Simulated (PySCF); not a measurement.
Reproducing measurements on PH3

**What was measured.**

From NIST CCCBDB Release 22 (SRD 101), experimental dipoles, for the gas: dipole moment (microwave Stark effect) 0.58 D.

The runs below try to reproduce these values; the comparison stands at the end.

Species: PH₃.
SMILES with atom numbers: `[PH3:1]` (hydrogens: H2, H3, H4 on P1)

Structure used (PBE0-D3(BJ)/def2-SVP), in Å, numbered top down from 1:
```
atom  x, y, z in Å
P1    -0.0037    0.0053    0.5048
H2    -0.5815    1.0469   -0.2843
H3     1.1976   -0.0154   -0.2685
H4    -0.6119   -1.0250   -0.2763
```

The PySCF runs (gas phase, on this PBE0-D3(BJ)/def2-SVP geometry; no spin–orbit coupling):

```tsv
level	job	basis functions	wall time
PBE0-D3(BJ)/def2-SVP, grid level 1	geometry optimisation from a GFN2-xTB start	33	1.1 s
BHandHLYP/pcSseg-2	shieldings	85	1.1 s
CAM-B3LYP/pcSseg-2	shieldings	85	1.4 s
LC-wPBE/pcSseg-2	shieldings	85	1.9 s
PBE0/6-311+G(2d,p)	shieldings, charges and field gradients	53	1.2 s
PBE0/6-31G	shieldings, charges and field gradients	19	0.67 s
PBE0/6-31G*	shieldings, charges and field gradients	24	0.75 s
PBE0/STO-3G	shieldings, charges and field gradients	12	0.38 s
PBE0/def2-SVP	shieldings, charges and field gradients	33	0.74 s
PBE0/def2-TZVP	shieldings, charges and field gradients	55	1.3 s
WP04/pcSseg-2	shieldings	85	1.2 s
wB97X-D/pcSseg-2	shieldings	85	1.4 s
```

Hardware: one thread of an Arm Neoverse V2, shared host.

All basis functions are spherical.

Results beside the measurements:

**Dipole moment.** Measured: 0.58 D (NIST CCCBDB Release 22 (SRD 101), experimental dipoles).

```
               level  computed (D)  computed − measured (D)  % (from the printed values)
PBE0-D3(BJ)/def2-SVP          0.91                    +0.33                          +57
  BHandHLYP/pcSseg-2          0.67                    +0.09                          +16
  CAM-B3LYP/pcSseg-2          0.71                    +0.13                          +22
    LC-wPBE/pcSseg-2          0.82                    +0.24                          +41
  PBE0/6-311+G(2d,p)          0.74                    +0.16                          +28
          PBE0/6-31G          1.48                    +0.90                         +155
         PBE0/6-31G*          1.03                    +0.45                          +78
         PBE0/STO-3G          0.71                    +0.13                          +22
       PBE0/def2-SVP          0.91                    +0.33                          +57
      PBE0/def2-TZVP          0.68                    +0.10                          +17
       WP04/pcSseg-2          0.55                    -0.03                           -5
    wB97X-D/pcSseg-2          0.77                    +0.19                          +33
```

12 of the 13 levels run are shown, the closest and the furthest among them. Closest is WP04/pcSseg-2 (-0.03 D), furthest PBE0/6-31G (+0.90 D); one molecule doesn't rank methods. The computed dipoles belong to one fixed geometry; measured ones are averaged over vibrations unless marked μe. Magnitudes are compared, not signs.

No measured geometry was used, and the causes of the misses weren't examined.
